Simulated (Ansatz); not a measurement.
**Bi2As: from a trial structure to a relaxed crystal**

All numbers below come from Ansatz 0.2.0, DFT PBE, scalar-relativistic, plane waves, PAW. Cutoff 420 eV, Γ-centred k mesh, Gaussian smearing, no spin polarisation in the final step.

The start puts Bi2As on the sites of a reported Ti2Pd cell (I4/mmm, No. 139), with As in place of Pd, Bi in place of Ti, at a guessed volume.

```yaml
crystal:
  lattice:
    - [-1.90624, 1.90624, 6.20239]
    - [1.90624, -1.90624, 6.20239]
    - [1.90624, 1.90624, -6.20239]
  atoms:
    - { symbol: Bi, position: [0.34000, 0.34000, 0.00000] }
    - { symbol: Bi, position: [0.66000, 0.66000, 0.00000] }
    - { symbol: As, position: [0.00000, 0.00000, 0.00000] }
```

Cell and atoms relax at zero pressure; the relaxation can't lower the symmetry of the start. After a coarse first stage the cell is made exact in the group found at 0.06 Å.

The zero of energy is the elements' standard structures at the same level; no fitted shifts are applied.

Problem. Describe the relaxed structure.

Solution. It keeps I4/mmm (No. 139). The result has the MoSi2 (C11b) structure. Conventional cell: a = 3.802 Å, c = 11.570 Å. Around Bi lie 4 As at 3.15 Å, 1 Bi at 3.29 Å, 8 Bi at 3.67–3.80 Å and 1 As at 4.14 Å; around As lie 8 Bi at 3.15 Å, 4 As at 3.80 Å and 2 Bi at 4.14 Å.

```cif
data_structure
_symmetry_space_group_name_H-M 'I4/mmm'
_symmetry_Int_Tables_number 139
_cell_length_a 3.8019
_cell_length_b 3.8019
_cell_length_c 11.5702
_cell_angle_alpha 90.000
_cell_angle_beta 90.000
_cell_angle_gamma 90.000
_cell_volume 167.24
loop_
_atom_site_label
_atom_site_type_symbol
_atom_site_symmetry_multiplicity
_atom_site_Wyckoff_symbol
_atom_site_fract_x
_atom_site_fract_y
_atom_site_fract_z
_atom_site_occupancy
Bi1 Bi 4 e 0.00000 0.00000 0.35803 1
As1 As 2 a 0.00000 0.00000 0.00000 1
```

Problem. What are its volume, energy, density and gap?

Solution. The volume per atom is 27.87 Å³, the density is 9.79 g/cm³ and the energy over the elements is 0.19 eV/atom. The gap on the 18×18×18 mesh is 0 eV (a metal).

The final run used a 18×18×18 mesh on its 3-atom cell and 0.10 eV smearing. For metals, differences of a few meV/atom aren't resolved. Spin–orbit coupling is left out. Symmetry constrained the relaxation, so the result can be a saddle point. The steps took of the order of 5 core-minutes in all.